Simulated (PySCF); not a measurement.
## Two-dimensional NMR puzzle

Compound of formula C$_{3}$H$_{4}$. Correlations simulated from computed shifts and the bond graph:

HSQC (one-bond C–H):
| δH | δC |
| --- | --- |
| 7.33 | 117.8 |
| 1.08 | 5.1 |

COSY cross peaks (H two or three bonds apart, from the bond graph; peaks can be absent where the dihedral angle is near 90°):
| δH | δH |
| --- | --- |
| 7.33 | 1.08 |

HMBC (two and three bonds, from the bond graph):
| δH | δC |
| --- | --- |
| 7.33 | 117.8, 5.1 |
| 1.08 | 117.8 |

[PySCF 2.14: shieldings: GIAO B97-2/pcSseg-2; PBE0-D3(BJ)/def2-TZVP geometry; equivalent nuclei averaged; a single conformation; in vacuum; non-relativistic Hamiltonian]

Referencing at the same level of theory: 1H (σref 31.64), 13C (σref 185.38) vs TMS.

Exchangeable hydrogens are left out of these lists.

**Question.** Work out the connectivity.

**Answer.** SMILES C1=CC1.

Atoms are numbered as in `[CH:1]1=[CH:2][CH2:3]1`; H(Xn) means a hydrogen on atom n.

- δC 117.8 is C1/C2, an alkene CH (δH 7.33).
- δC 5.1 is C3, a three-membered-ring carbon (δH 1.08).
- COSY links 7.33–1.08.

Shifts are as computed. Against solution values, carbons near 30 ppm lie about +3 ppm off and those near 130 ppm about +7 ppm. Of 1211 compounds with measured shifts, 218 miss one by over three times the rms of a fit or turn the order of signals round; such compounds aren't used in these exercises.
